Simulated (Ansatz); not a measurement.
**B2PLYP/aug-cc-pVDZ run of SiH2O2 (SMILES O[Si]O)**

What is the vertical ionisation energy of SiH2O2 at B2PLYP/aug-cc-pVDZ? 

The calculation is run with Ansatz 0.2.0.

64 further runs of the same task are left out: 64 set aside as unsound or not needed.

## (1) Starting point

The species is SiH2O2 (5 atoms), meant as a singlet with charge 0. SMILES: `O[Si]O`. Geometry: relaxed at PBE0-D4/def2-TZVP. This is one conformer, not always the lowest.

Bond lengths: O1–Si2 1.642 Å, Si2–O3 1.663 Å, O1–H4 0.964 Å, O3–H5 0.960 Å. Angles: O1–Si2–O3 99.4°, Si2–O1–H4 117.5°, Si2–O3–H5 116.1°.

## (2) The energy at B2PLYP/aug-cc-pVDZ

run.yaml

```yaml
crystal:
  periodic: [false, false, false]
  atoms:
    - {symbol: O, position_ang: [-1.443200, -0.105600, -0.275000]}
    - {symbol: Si, position_ang: [-0.212000, -0.791300, 0.567700]}
    - {symbol: O, position_ang: [1.036000, 0.187500, 0.068600]}
    - {symbol: H, position_ang: [-1.231900, 0.648900, -0.836100]}
    - {symbol: H, position_ang: [1.901100, -0.013100, 0.433400]}
basis:
  gaussian:
    orbitals: aug-cc-pVDZ
hamiltonian:
  xc: {name: B2PLYP}
correlation:
  frozen_orbitals: {H: 0, O: 1, Si: 5}
accuracy: high
output: {orbitals: {seedname: orbitals}}
```

Command:

```
$ ansatz run run.yaml --threads 1 --pin off --max-ram 3480MiB --events-out events.jsonl --progress --plain --runs-dir runs
```

The program printed:

```text
Warning: RAYON_NUM_THREADS=1 ignored (pool sized by the plan → 1); use --threads N
Functional definition: B2PLYP
  name "B2PLYP"
  parameter a = 0.53
  parameter c = 0.27
  exchange = (1 - a)*b88_x + a*exact_x
  correlation = (1 - c)*lyp_c + c*(mp2_os + mp2_ss)
1788 factors; integrals over basis functions are off by at most 3.4e-9 eV
mean field evaluation 1: about -11988.3115 eV, gradient 6.4e1 eV
mean field evaluation 2: about -11988.3136 eV, gradient 6.4e1 eV
mean field evaluation 4: about -11995.4117 eV, gradient 3.0e0 eV
mean field evaluation 8: about -11995.4350 eV, gradient 8.6e-2 eV
mean field evaluation 16: about -11995.4350 eV, gradient 4.1e-6 eV
mean field -11995.43499801 eV, -440.8241053789 hartree, gradient 4.4e-8 eV, S^2 0.000000; 0 other end points of the search recorded, 0 dependent functions left out
7 core orbitals not correlated: weight in the atoms' cores, before any rotation towards them, 1.000 or more for the frozen orbitals, at most 0.000 for the correlated occupied ones
reference -11995.43502334 eV, -440.8241063097 hartree; 9, 9 occupied and 75, 75 virtual orbitals, 1788 factors
second order -16.45210030 eV of doubles, -0.00000000 eV of singles
Total energy: -11999.87709042 eV, -440.9873492640 hartree
```

It took 7.5 s on 1 thread of Arm Neoverse V2, shared host; peak memory 0.25 GiB.

## (3) The doublet cation, same level

Edit run.yaml of step 2 so:

```diff
@@ -1 +1,4 @@
+basis:
+  gaussian:
+    orbitals: aug-cc-pVDZ
 crystal:
@@ -8,5 +11,6 @@
     - {symbol: H, position_ang: [1.901100, -0.013100, 0.433400]}
-basis:
-  gaussian:
-    orbitals: aug-cc-pVDZ
+total_charge: 1
+magnetization:
+  spin_polarized: true
+  initial_magnetization: 1
 hamiltonian:
@@ -16,2 +20,3 @@
 accuracy: high
-output: {orbitals: {seedname: orbitals}}
+output:
+  orbitals: {seedname: orbitals}
```

Command:

```
$ ansatz run run.yaml --threads 1 --pin off --max-ram 3480MiB --events-out events.jsonl --progress --plain --runs-dir runs
```

The program printed, shortened:

```text
Warning: RAYON_NUM_THREADS=1 ignored (pool sized by the plan → 1); use --threads N
[... 2 set-up lines as earlier in the session ...]
[...]
1786 factors; integrals over basis functions are off by at most 3.4e-9 eV
[...]
mean field -11986.04101975 eV, -440.4788830454 hartree, gradient 4.2e-8 eV, S^2 0.756810; 1 other end points of the search recorded, 0 dependent functions left out
7 core orbitals not correlated: weight in the atoms' cores, before any rotation towards them, 1.000 or more for the frozen orbitals, at most 0.000 for the correlated occupied ones
reference -11986.04104979 eV, -440.4788841495 hartree; 9, 8 occupied and 75, 76 virtual orbitals, 1786 factors
second order -15.77571512 eV of doubles, -0.00000000 eV of singles
Total energy: -11990.30049287 eV, -440.6354157955 hartree
```

Run time: 14 s. Hardware: 1 thread of Arm Neoverse V2, shared host; peak memory 0.47 GiB.

## (4) Outcome

Level: B2PLYP/aug-cc-pVDZ, 7 core orbitals frozen.

| quantity | value |
| --- | --- |
| singlet SiH2O2: total energy | -440.98735 Eh |
| singlet SiH2O2: HOMO energy (SCF part's orbitals) | -8.17 eV |
| singlet SiH2O2: LUMO energy (SCF part's orbitals) | -0.20 eV |
| singlet SiH2O2: HOMO–LUMO gap (SCF part's orbitals) | 7.97 eV |
| doublet cation: total energy | -440.63542 Eh |
| doublet cation: HOMO energy (SCF part's orbitals) (highest over α and β) | -17.35 eV |
| doublet cation: LUMO energy (SCF part's orbitals) (lowest over α and β) | -10.63 eV |
| doublet cation: ⟨S²⟩ | 0.757 |
| vertical ionisation energy (to the doublet cation) | 9.577 eV |

Removing an electron at fixed nuclei costs 9.58 eV (221 kcal/mol). The negative HOMO energy of the first species, 8.17 eV, lies 1.40 eV below that difference.
